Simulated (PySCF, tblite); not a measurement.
# (E)-2-Butenenitrile (C4H5N): isotopologues and vibrational averages

How do isotopes change the rotational constants and shieldings of (E)-2-Butenenitrile (C4H5N) (`C/C=C/C#N`)?

Programs: PySCF 2.14.0 with density-fitted response routines of our own, and tblite 0.8.0. All values are computed, except where a source is named. Atoms count from 0 throughout.

## (1) The starting structure

10 atoms, charge 0, multiplicity 1; geometry from: force field or distance geometry start.

Bonds of the start (Å): C0–C1 1.43, C0–H5 1.13, C0–H6 1.15, C0–H7 1.07, C1–C2 1.32, C1–H8 1.14, C2–C3 1.41, C2–H9 1.11, C3–N4 1.17.

## (2) GFN2-xTB relaxation, lowest of a short conformer search

Job settings and geometry (Å):

```
{"job": {"xc": "GFN2-xTB", "basis": "xTB", "kind": "relax"}, "charge": 0, "multiplicity": 1}
C     -1.471800    -0.105900     0.202800
C     -0.077500    -0.420100     0.156100
C      0.832900     0.430500    -0.284800
C      2.214500     0.161000    -0.354000
N      3.344900    -0.120400    -0.287800
H     -1.989100    -0.411300     1.159200
H     -1.621700     1.023400     0.052700
H     -1.969900    -0.534700    -0.646700
H      0.311600    -1.401100     0.585600
H      0.461700     1.397300    -0.673200
```

On the command line:

```console
> OMP_NUM_THREADS=1 python ens_run.py task.json out
```

The driver reads the study from task.json and runs its stages one after another.

Output:

```text
step      E/eV     max force
  0    -379.69098    3.084
  1    -379.76387    6.864
  2    -379.80882    3.528
  3    -379.91546    0.926
  4    -379.93199    0.463
  5    -379.94176    0.419
  6    -379.95344    0.241
  7    -379.95800    0.200
  8    -379.96434    0.231
  9    -379.97037    0.223
 10    -379.97427    0.218
 11    -379.97654    0.187
 12    -379.97843    0.135
 13    -379.98007    0.130
 14    -379.98116    0.076
 15    -379.98178    0.063
 16    -379.98217    0.051
 17    -379.98242    0.045
 18    -379.98259    0.038
 19    -379.98277    0.037
 20    -379.98302    0.049
 21    -379.98338    0.061
 22    -379.98379    0.065
 23    -379.98425    0.073
 24    -379.98487    0.078
 25    -379.98581    0.102
 26    -379.98689    0.117
 27    -379.98770    0.085
 28    -379.98822    0.058
 29    -379.98855    0.048
 30    -379.98892    0.059
 31    -379.98927    0.045
 32    -379.98952    0.035
 33    -379.98968    0.037
 34    -379.98983    0.035
 35    -379.99004    0.044
 36    -379.99029    0.045
 37    -379.99059    0.060
 38    -379.99096    0.074
 39    -379.99141    0.063
 40    -379.99195    0.053
 41    -379.99249    0.068
 42    -379.99288    0.044
 43    -379.99308    0.055
 44    -379.99323    0.030
 45    -379.99331    0.021
 46    -379.99336    0.014
 47    -379.99339    0.014
 48    -379.99341    0.009
 49    -379.99342    0.008
 50    -379.99343    0.006
 51    -379.99343    0.006
 52    -379.99344    0.005
 53    -379.99344    0.004
```

Run time: 0.16 s. Hardware: 1 thread of Arm Neoverse V2, shared host.

The energy fell by 0.302 eV, and the atoms moved 0.17 Å (root mean square).

## (3) Tight optimisation and Hessian

Job settings and geometry (Å):

```
{"job": {"xc": "PBE0", "basis": "pcSseg-1", "grid": 2, "temperatures": [500, 700], "kind": "geom"}, "charge": 0, "multiplicity": 1}
C     -1.519354    -0.089196     0.182165
C     -0.068208    -0.398419     0.122950
C      0.870701     0.474095    -0.241916
C      2.237051     0.141560    -0.292498
N      3.352939    -0.120305    -0.339902
H     -1.894510    -0.255976     1.191962
H     -1.719775     0.940017    -0.105895
H     -2.067861    -0.757928    -0.481441
H      0.216840    -1.406350     0.397331
H      0.627708     1.491119    -0.522866
```

Output:

```text
step   0  E = -5710.8538292 eV  max force = 1.07779
step   1  E = -5710.8721667 eV  max force = 0.08620
step   2  E = -5710.8723858 eV  max force = 0.01023
step   3  E = -5710.8723894 eV  max force = 0.00097
step   4  E = -5710.8723894 eV  max force = 0.00097
step   5  E = -5710.8723895 eV  max force = 0.00025
harmonic wavenumbers (cm-1): 175.7 178.0 199.8 399.8 503.4 568.2 815.6 915.6 993.5 1055.4 1066.6 1142.5 1304.6 1328.4 1402.5 1463.9 1472.9 1727.2 2362.3 3044.6 3111.6 3146.9 3174.6 3182.9
```

Run time: 5.6 min. Hardware: 1 thread of Arm Neoverse V2, shared host; peak memory 0.59 GiB.

## (4) Displacements along the modes, parent

Job settings and geometry (Å):

```
{"job": {"xc": "PBE0", "basis": "pcSseg-1", "grid": 2, "temperatures": [500, 700], "kind": "vib", "mass_numbers": [12, 12, 12, 12, 14, 1, 1, 1, 1, 1]}, "charge": 0, "multiplicity": 1}
C     -1.523765    -0.088359     0.182772
C     -0.073062    -0.398796     0.119602
C      0.874510     0.470889    -0.244042
C      2.256040     0.135014    -0.291839
N      3.383199    -0.116509    -0.337605
H     -1.908373    -0.253098     1.197417
H     -1.736404     0.945278    -0.106139
H     -2.089601    -0.758338    -0.477158
H      0.230392    -1.411058     0.391300
H      0.622595     1.493596    -0.524420
```

Output:

```text
mode    cm-1    km/mol   phi_rrr   E(+)/cm-1  E(-)/cm-1
  1    175.68     0.36      -2.9      32.73      32.94
  2    178.04     3.78      -6.2      33.23      33.24
  3    199.79     2.15      -4.2      56.10      56.71
  4    399.77     1.42      18.2      72.83      71.69
  5    503.44     5.33       0.4      91.09      91.11
  6    568.19     0.03     -10.4     102.02     102.77
  7    815.62     1.79       0.8     148.02     148.09
  8    915.61     9.70      30.4     166.43     164.10
  9    993.46    53.28      -0.5     179.92     179.95
 10   1055.42     7.99     -93.9     186.79     193.43
 11   1066.63     0.59       0.2     192.47     192.40
 12   1142.46     0.21     151.0     211.20     200.49
 13   1304.60     0.43      11.4     235.77     235.00
 14   1328.40     1.59     -81.9     236.53     242.60
 15   1402.50     4.20     106.1     256.58     248.95
 16   1463.94    14.38      -5.2     263.36     263.76
 17   1472.90    25.73      40.0     266.65     263.65
 18   1727.25    25.48     331.7     323.25     299.44
 19   2362.31    25.91    -601.8     404.44     447.74
 20   3044.59     7.89   -1075.0     511.13     588.45
 21   3111.59     3.67      -0.5     563.02     563.06
 22   3146.88     4.98    1139.6     610.55     528.60
 23   3174.56     3.48    1364.7     623.60     525.62
 24   3182.88     4.12    1299.9     623.46     530.16
```

Run time: 6.1 min. Hardware: 1 thread of Arm Neoverse V2, shared host; peak memory 0.58 GiB.

## (5) Displacements along the modes, 2H at atom 8

Changed since step 4:

```diff
@@ -1,2 +1,2 @@
-{"job": {"xc": "PBE0", "basis": "pcSseg-1", "grid": 2, "temperatures": [500, 700], "kind": "vib", "mass_numbers": [12, 12, 12, 12, 14, 1, 1, 1, 1, 1]}, "charge": 0, "multiplicity": 1}
+{"job": {"xc": "PBE0", "basis": "pcSseg-1", "grid": 2, "temperatures": [500, 700], "kind": "vib", "mass_numbers": [12, 12, 12, 12, 14, 1, 1, 1, 2, 1]}, "charge": 0, "multiplicity": 1}
 C     -1.523765    -0.088359     0.182772
```

Output:

```text
mode    cm-1    km/mol   phi_rrr   E(+)/cm-1  E(-)/cm-1
  1    170.55     0.23      -2.4      32.15      32.29
  2    175.06     3.81      -5.8      32.67      32.67
  3    197.96     2.14      -4.4      55.69      56.36
  4    396.05     1.45     -18.4      71.02      72.16
  5    499.44     6.28       0.5      90.35      90.36
  6    561.31     0.02     -10.5     100.80     101.56
  7    742.81     2.70       0.3     134.30     134.34
  8    834.54     7.76     -38.2     149.23     152.08
  9    892.02    37.77      -1.8     163.41     163.44
 10   1027.41     1.49     -81.0     182.06     187.93
 11   1050.28     4.99       0.5     189.49     189.41
 12   1096.38     6.07      -2.2     197.53     197.43
 13   1135.40     0.30    -154.7     199.02     210.07
 14   1302.33     1.33      32.7     236.29     233.91
 15   1400.74     4.58    -106.6     248.65     256.29
 16   1463.11    13.04      -5.0     263.22     263.60
 17   1472.77    25.37      40.7     266.65     263.60
 18   1708.92    27.66     329.8     319.89     296.20
 19   2346.27     1.73    1187.5     467.81     382.50
 20   2362.41    25.29    -594.7     404.70     447.49
 21   3044.60     7.81   -1074.8     511.14     588.44
 22   3111.59     3.69       0.4     563.06     563.02
 23   3149.48     7.66   -1236.5     526.16     615.04
 24   3181.32     2.17    1956.9     648.44     508.05
```

Wall time 6.1 min (1 thread of Arm Neoverse V2, shared host); peak memory 0.58 GiB.

## (6) Vibrational averages by isotopologue

Job settings and geometry (Å):

```
{"job": {"xc": "PBE0", "basis": "pcSseg-1", "grid": 2, "temperatures": [500, 700], "kind": "iso"}, "charge": 0, "multiplicity": 1}
C     -1.523765    -0.088359     0.182772
C     -0.073062    -0.398796     0.119602
C      0.874510     0.470889    -0.244042
C      2.256040     0.135014    -0.291839
N      3.383199    -0.116509    -0.337605
H     -1.908373    -0.253098     1.197417
H     -1.736404     0.945278    -0.106139
H     -2.089601    -0.758338    -0.477158
H      0.230392    -1.411058     0.391300
H      0.622595     1.493596    -0.524420
```

Output:

```text
parent
  Be/MHz 38778.616 2302.993 2203.428
  B0/MHz 38505.055 2294.932 2194.871
  ZPE/cm-1 17368.2
  <sigma>(0 K)/ppm 158.749 21.615 73.726 61.730 -57.821 28.701 28.915 28.700 24.174 25.625
2H at atom 8
  Be/MHz 33478.289 2296.694 2178.118
  B0/MHz 33227.86 2289.13 2169.893
  ZPE/cm-1 16661.4
  <sigma>(0 K)/ppm 158.889 21.973 73.854 61.738 -57.845 28.707 28.918 28.706 24.264 25.631
```

It took 18 min on 1 thread of Arm Neoverse V2, shared host; peak memory 0.59 GiB. This counts the whole study up to here.

Rotational constants (MHz) at equilibrium and in the ground state:

| isotopologue | Be | B0 | zero-point change (cm⁻¹) |
| --- | --- | --- | --- |
| parent | 38778.6, 2303.0, 2203.4 | 38505.1, 2294.9, 2194.9 | 0.0 |
| 2H at atom 8 | 33478.3, 2296.7, 2178.1 | 33227.9, 2289.1, 2169.9 | -706.9 |

Shieldings of the first species (ppm): at equilibrium, the vibrational parts at 0 K, and the averages:

| atom | equilibrium | anharmonic | harmonic | 0 K | 500 K | 700 K |
| --- | --- | --- | --- | --- | --- | --- |
| C0 | 162.91 | 0.25 | -4.42 | 158.75 | 159.20 | 159.39 |
| C1 | 25.31 | -0.80 | -2.89 | 21.61 | 21.24 | 20.84 |
| C2 | 77.12 | -0.95 | -2.45 | 73.73 | 72.70 | 71.97 |
| C3 | 63.17 | 0.37 | -1.81 | 61.73 | 61.28 | 60.97 |
| N4 | -51.48 | 0.94 | -7.28 | -57.82 | -60.87 | -62.93 |
| H5 | 29.36 | 0.07 | -0.73 | 28.70 | 28.67 | 28.63 |
| H6 | 29.58 | 0.01 | -0.67 | 28.91 | 28.82 | 28.75 |
| H7 | 29.36 | 0.07 | -0.73 | 28.70 | 28.67 | 28.63 |
| H8 | 24.66 | -0.09 | -0.39 | 24.17 | 24.13 | 24.09 |
| H9 | 26.11 | -0.11 | -0.38 | 25.63 | 25.58 | 25.53 |

Isotope effects on the shieldings at 0 K (ppb; positive means more shielded):

| atom | 2H at atom 8 |
| --- | --- |
| C0 | 140 |
| C1 | 358 |
| C2 | 128 |
| C3 | 8 |
| N4 | -25 |
| H5 | 6 |
| H6 | 3 |
| H7 | 6 |
| H8 | 90 |
| H9 | 5 |

## (7) Outcome

| quantity | value |
| --- | --- |
| point group | Cs |
| B0 of the first species | 38505.1, 2294.9, 2194.9 MHz |
| zero-point energy | 17368 cm⁻¹ |
| zero-point change of σ(N4) | -6.34 ppm |

Zero-point motion changes the shielding of N4 most, by -6.34 ppm. The largest secondary isotope effect is 358 ppb on C1, 1 bond from the change (2H at atom 8). The job flags a low mode; perturbation theory is less sure for low modes. Internal rotors are held in one well.
